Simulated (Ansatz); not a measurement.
# CH3AlO, SMILES [CH2]1[O][AlH]1: the energy of protonation at one site

Computed with the Python package of Ansatz (0.2.0).

Script `pa_ch3alo.py`:
```python
'''Proton affinity of CH3AlO at one site.'''

import logging
import sys
import warnings

import ansatz as az
import numpy as np

logging.basicConfig(stream=sys.stdout, format='%(levelname)s %(message)s')
logger = logging.getLogger('ch3alo')
logger.setLevel(logging.INFO)

warnings.simplefilter('ignore', az.DeckWarning)

geometry_ang = [
    ('C', (0.024, -0.3975, -0.6701)),
    ('O', (0.2596, -1.2137, 0.3944)),
    ('Al', (-0.2896, 0.45, 1.0353)),
    ('H', (-0.8522, -0.678, -1.2373)),
    ('H', (0.8949, -0.1198, -1.2755)),
    ('H', (0.0053, 1.895, 1.707)),
]
mol = az.Crystal.molecule()
for symbol, xyz in geometry_ang:
    mol = mol.atom(symbol, xyz)

model = (
    mol.calculation()
    .basis(gaussian='def2-SVP')
    .functional('hf')
    .accuracy('medium')
    .scf(lower_state_search='standard')
)
symbols = [site.symbol for site in mol.cartesian_sites]
start = np.array([site.position_ang for site in mol.cartesian_sites], dtype=float)
report = model.relax(force_tolerance=0.01, max_steps=100).run(threads=1, pin='off').report
end = np.array(report['positions_ang'])

# start the new hydrogen opposite the existing bonds
away = sum((end[1] - end[j]) / np.linalg.norm(end[1] - end[j]) for j in [0, 2]) + np.array([0.15, 0.1, -0.2])
proton = end[1] + 1.0 * away / np.linalg.norm(away)
acid = az.Crystal.molecule()
for symbol, place in zip(symbols, end):
    acid = acid.atom(symbol, place.tolist())
acid = acid.atom('H', proton.tolist())
protonated = acid.calculation()
protonated = protonated.basis(gaussian='def2-SVP')
protonated = protonated.functional('hf').accuracy('medium')
protonated = protonated.scf(lower_state_search='standard')
protonated = protonated.charge(1).relax(force_tolerance=0.01, max_steps=80)
after = protonated.run(threads=1, pin='off').report
xyz = np.array(after['positions_ang'])
reach = np.linalg.norm(xyz[:-1] - xyz[-1], axis=1)
logger.info(f'base {report["free_energy_ev"]:.5f} eV, protonated {after["free_energy_ev"]:.5f} eV')
logger.info(f'the proton ends {reach.min():.3f} A from {symbols[reach.argmin()]}{reach.argmin()}')
logger.info(f'electronic proton affinity {96.485332 * (report["free_energy_ev"] - after["free_energy_ev"]):.1f} kJ/mol')
```

```console
$ python pa_ch3alo.py
INFO base -9691.99880 eV, protonated -9701.92383 eV
INFO the proton ends 0.953 A from O1
INFO electronic proton affinity 957.6 kJ/mol
```

Caveats:
- The settings weren't tested for convergence.
- The proton is put on one chosen atom, which needn't be the most basic site, so the molecule's proton affinity can be higher; the ends are stationary points, not checked by frequencies, and zero-point and thermal terms count only where printed.
- Hartree-Fock leaves correlation out, so bond, atomisation and ionisation energies come out well too low.
- The whole script took 14 s on 1 thread of Arm Neoverse V1, with other jobs on the host, peak memory 0.19 GiB.
